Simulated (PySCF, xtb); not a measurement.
C2H, SMILES [C]#C (connectivity only; charge and spin as stated), charge +1, multiplicity 1.

GFN2-xTB (xtb) at its own geometry gives an orbital gap of 1.86 eV.

Geometry: PBE0-D3(BJ)/def2-TZVPD. The spin state was assumed, not searched. The isomer is the one that the SMILES or the coordinates give; other isomers of the formula were not compared.

What does HF/def2-TZVPD run with PySCF give? (An estimate is asked for; the answer gives what the named calculation found.)

gap 10.46 eV (levels -21.10 and -10.63 eV).
